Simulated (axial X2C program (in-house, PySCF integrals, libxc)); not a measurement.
# Nuclear properties of CF⁻

Calculated with an in-house all-electron X2C program for linear molecules (integrals from PySCF): two-component X2C with atomic mean-field Coulomb and Gaunt terms, Gaussian nuclei, basis F dyall-av3z, C dyall-av3z with contracted cores.

R = 1.411 Å (near the PBE0 minimum at charge -1 of the determinant lowest at the starting distance; the state shown can have its own minimum elsewhere).

Input and command:
```json
{"zs": [9, 6], "q": -1, "bas": ["dyall-av3z", "dyall-av3z"], "r0": 1.39, "levels": ["PBE0", "HF", "PBE", "PBE50", "BHandHLYP"], "nst": 3}
```
```bash
python soeom.py task.json out
```

Keys: zs atomic numbers; q charge; bas basis sets; r0 starting distance in Å; levels methods; nst determinants followed.

Determinant lowest in the PBE0 search, Ω = 1 (⟨Sz⟩ = 1.00, ⟨Lz⟩ = 0.00 at PBE0), spin on the atoms F -0.02, C 1.02:

```csv
level,Eeff magnitude (GV/cm),Ws magnitude F (kHz),Ws magnitude C (kHz),A∥/gI F (MHz),qzz F (a.u.),A∥/gI C (MHz),qzz C (a.u.)
PBE0,0.00127,0.000416,0.000737,-8.49,2.09,-20.9,0.35
HF,0.000712,0.00104,0.00107,27.1,2.15,47,0.46
PBE,0.00148,0.000173,0.000592,-20.4,2.02,-29.4,0.31
PBE50,0.000895,0.000705,0.000864,3.38,2.13,-10,0.40
BHandHLYP,2.77e-05,0.000793,0.00058,3.99,2.09,10.1,0.43
```

Determinant 1.00 eV from it at PBE0 and this distance, Ω = 0 (closed shell), highest spinor 80% C p, 10% F p, 5% F d:

| level | qzz F (a.u.) | qzz C (a.u.) |
| --- | --- | --- |
| PBE0 | 2.02 | 0.26 |
| HF | 2.15 | 0.32 |
| PBE | 1.91 | 0.23 |
| PBE50 | 2.08 | 0.29 |
| BHandHLYP | 2.09 | 0.30 |

Eeff is the effective electric field on the electron electric dipole moment in this Ω state and Ws the scalar–pseudoscalar constant of the nucleus named (defined with the proton number Z and per Ω); A∥ (defined per Ω) follows by multiplying with gI = μI/(I μN); qzz is the electric field gradient, eQq0 = 234.96 MHz × Q/barn × qzz. The operators were transformed with the bare-nucleus X2C matrices; with these basis sets, hyperfine constants and field gradients can be off by tens of per cent, and where levels differ in sign neither size nor sign is settled.

Each state is one determinant with collinear spin, which with several unpaired electrons need not be a pure state. Unrestricted Hartree–Fock can overshoot spin polarisation at the nuclei. In the state Ω = 1 the sign of Eeff differs between levels (BHandHLYP against PBE0). For an anion, determinants above electron detachment, or with a positive highest level, are held by the basis set. A closed determinant beside an open π² or δ² triplet, such as (π1/2)², mixes with its partner pair into the 0⁺ component of the triplet and ¹Σ⁺, so its energy is not that of a level, and 0⁺ can lie lowest. With several open shells hyperfine constants can be off by a factor of several. Where Eeff spreads by more than a factor of two the levels disagree and none is to be relied on. Open-shell Ω = 0 determinants with evenly filled partner blocks cannot be reached by this program, so the Ω shown need not be the lowest component. The search compared states at one distance, so a state with another bond length can lie lower. Further determinants of the search, some of them spin-mixed, are not shown. Where a field gradient or hyperfine factor spreads by more than a factor of two over the levels, a constant derived from it is not to be relied on. PBE0 term energies can be off by some tenths of an eV.
